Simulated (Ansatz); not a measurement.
Active spaces for NH₃, singlet

Computed with Ansatz's Gaussian-basis code (development build). Basis cc-pVDZ, nonrelativistic, 1 orbital frozen in the corrections. State-specific CASSCF; RHF is the lowest restricted (open-shell) Hartree–Fock solution met. No symmetry is imposed, so a solution can break that of the shape. Lower solutions, or ones in other orbitals, may exist.

Geometry:

```xyz
4

N     0.0000    0.0000    0.1313
H     1.0107    0.0000   -0.3064
H    -0.5054    0.8753   -0.3064
H    -0.5054   -0.8753   -0.3064
```

Question: What do CASSCF and its corrections give against RHF in CAS(8,7), and what are the occupations?

Answer: CASSCF -2.289 eV, SC-NEVPT2 -5.156 eV; occupations 2.00, 1.97, 1.97, 1.97, 0.03, 0.03, 0.03.
